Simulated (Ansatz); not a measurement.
Name a neutral molecule of C, F, O and H with size of the dipole moment (PBE/def2-TZVPP) between 0.75 and 1.05 D and size of the dipole moment (B3LYP/def2-TZVPP) between 0.65 and 0.95 D (Ansatz, PBE0-D4/def2-TZVP geometry).

`CC(F)(F)C=O` (0.82 D, 0.79 D); `CC/C=C(/O)F` (0.81 D, 0.74 D); `CC(O)(F)F` (0.78 D, 0.84 D). Other molecules can fit too; these were computed, each in one conformer that needn't be the lowest.

B3LYP here is the variant with VWN-RPA as its local correlation; programs differ in this.
